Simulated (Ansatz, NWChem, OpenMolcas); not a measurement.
How basis sets differ on C2H2F2 (vinylidene fluoride)

C2H2F2 has 6 atoms, charge 0, and is taken as a singlet. As SMILES, `C=C(F)F`. The coordinates come from a PBE0-D4/def2-TZVP relaxation.

Quantity: the HOMO–LUMO gap, in eV. The values are calculated.

```tsv
level	kind	program	value (eV)	CPU time
HF/STO-3G	Hartree–Fock	OpenMolcas	16.85	1.9 s
HF/3-21G	Hartree–Fock	OpenMolcas	15.75	2.1 s
HF/def2-SVP	Hartree–Fock	Ansatz	15.65	1.4 s
HF/aug-cc-pVDZ	Hartree–Fock	NWChem	11.73	63 s
```

The values span 11.73 to 16.85 eV. A Hartree–Fock LUMO above zero doesn't converge with the basis: it sinks as sets grow more diffuse. Orbital gaps aren't excitation energies. Times are those of the runs behind each value, whatever else they computed, on shared processors of several kinds: orders of magnitude only.
